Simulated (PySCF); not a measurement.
# Isomerisation enthalpies of C5H10

**What was measured.**

From CRC Handbook of Chemistry and Physics, for the gas at 298.15 K: enthalpy of formation of `C/C=C/CC` (trans-2-pentene) -31.9 kJ/mol; enthalpy of formation of `C=CCCC` (1-pentene) -21.1 kJ/mol; enthalpy of formation of `CC1(C)CC1` -8.2 kJ/mol.

The runs below try to reproduce these values; the comparison stands at the end.

Differences of these values give the isomerisation enthalpies. Geometries: PBE0-D3(BJ)/def2-TZVP; runs in PySCF, gas phase, with a dispersion term only where the level names one. Total electronic energies (Eh):

| SMILES | PBE0-D3(BJ)/def2-TZVP |
| --- | --- |
| C/C=C/CC | -196.36614 |
| C=CCCC | -196.36148 |
| CC1(C)CC1 | -196.36213 |

Zero-point and thermal terms are left out, so the computed numbers are electronic energies.

**Comparison with experiment**

Relative to `C/C=C/CC`, the lowest by measurement, in kJ/mol (measured: enthalpies at 298.15 K; computed: electronic energies):

```tsv
SMILES	measured	PBE0-D3(BJ)/def2-TZVP
C/C=C/CC	0.0	0.0
C=CCCC	10.8	12.2
CC1(C)CC1	23.7	10.5
```

Measured values: -31.9 kJ/mol (298.15 K; CRC Handbook of Chemistry and Physics) for the first row; the others come from the same table. Mean unsigned miss over the other isomers: PBE0-D3(BJ)/def2-TZVP 7.3 kJ/mol. One conformer stands for `C/C=C/CC` and `C=CCCC`, not necessarily the lowest, while the measurement averages over conformers. Where a level misses, the cause wasn't examined.
